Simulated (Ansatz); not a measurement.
A made-up structure of CH3Si2, doublet:

C1  (-0.167, 0.437, -0.429)
Si2  (0.913, -2.403, 2.242)
Si3  (0.328, -0.872, 0.744)
H4  (-1.008, 0.155, -1.008)
H5  (0.621, 0.701, -1.087)
H6  (-0.422, 1.283, 0.156)
(Å)

It is relaxed with PBE-D4/def2-SVP and then PBE0-D4/def2-TZVP (Ansatz 0.2.0). Atoms count as bonded within 1.22 times the sum of their covalent radii (H–H: 0.88 Å). The end point is not checked to be a true minimum.

Q: Does its bonding change? (Judge from chemistry; the calculation decides.)

A: Computed: No: no bond forms or breaks.

Where it ends: The first stage lowers the energy by 0.21 eV in 5 steps. It ends as CH₃Si₂ ([CH3][Si][Si]):
C1  (-0.167, 0.438, -0.422)
Si2  (0.904, -2.384, 2.203)
Si3  (0.341, -0.906, 0.782)
H4  (-1.034, 0.129, -1.009)
H5  (0.657, 0.695, -1.090)
H6  (-0.437, 1.328, 0.153)
(Å)

Labels in which every atom is bracketed show which atoms are joined, not bond orders.

For scale, one of the runs: PBE0-D4/def2-TZVP relaxation, 123 basis functions, launched by `ansatz run in.yaml --threads 2 --pin off --events-out ev --progress --plain --max-ram 4352MiB`. The run took about 75 s on 2 CPU threads of an Arm Neoverse V1 (shared host).
